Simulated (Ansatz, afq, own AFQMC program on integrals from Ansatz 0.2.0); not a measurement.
## Where AFQMC and coupled cluster stand for H2O, singlet

```xyz
3

O     0.0000   -0.1554    0.0000
H     0.0000    1.2333   -1.8117
H     0.0000    1.2333    1.8117
```

Basis 6-31G. Noble-gas cores (and the filled d shells of Ga–Kr and In–Xe) are frozen. Ansatz 0.2.0 and our own AFQMC program on the same integrals; the CISD trial comes from CCSD amplitudes, and released means the phaseless constraint is let go. Uncertainties: one standard error, sampling alone.

Determinant: RHF, the one that the program's search chose, which needn't be the lowest solution. The geometry is a point of a scan.

Full CI on the same integrals is exact in this basis and with this determinant's frozen core.

Cautions: restricted determinant unstable towards unrestricted (UHF 8.43 eV lower, ⟨S²⟩ 1.94); the search met a lower determinant of the same kind, perhaps of another symmetry (300 meV lower), and this one is a saddle point; strong correlation (T1 0.053, weight of the determinant 0.47, largest double 0.56); (T) is large, 9 % of the CCSD correlation; (Q) is large, 733 meV, so the cluster series hasn't closed; CCSD(T) is in doubt: in a space of 8 electrons in 8 natural orbitals full CI lies 587 meV above it; CCSDT(Q) is in doubt: in a space of 8 electrons in 8 natural orbitals full CI lies 210 meV below it; the CCSDTQ amplitudes may be one of several solutions (largest double 0.60); the released energies are still falling, so no released level is given (meV from the phaseless value at times in 1/Eh: -62 ± 11 at 0.24, -130 ± 10 at 0.51, -198 ± 11 at 0.99, -274 ± 12 at 1.62, -322 ± 16 at 2.40); CCSDTQ on the UHF determinant differs (62 meV higher), by its state or its frozen core.

```
T1 diagnostic                               : 0.0529
weight of the determinant in the CISD state : 0.469
size of the correlated space                : 8 electrons in 12 orbitals
```

Reference: full CI, correlation energy -10.329 eV. The cautions show a poor starting determinant, so the rows tell how each method copes with it here, and full CI is the sure value.

```
        level  E − E(reference) (meV)  share of correlation (%)
           HF                 10328.7                      0.00
          MP2                  1697.9                     83.56
         CCSD                     2.8                     99.97
      CCSD(T)                  -885.4                    108.57
        CCSDT                  -484.5                    104.69
     CCSDT(Q)                   248.3                     97.60
       CCSDTQ                   -20.5                    100.20
  ph-AFQMC/HF           3067.9 ± 45.8                     70.30
ph-AFQMC/CISD             536.8 ± 9.0                     94.80
```

CCSDT and higher add their correlation energy to the determinant of the CCSD(T) run, since their own runs factorise the integrals more tightly (a shift of under 2 meV). A walk keeps the symmetry of its determinant, which the program's search chose and which needn't be the lowest solution, so a lower state of the same spin and another symmetry isn't excluded.
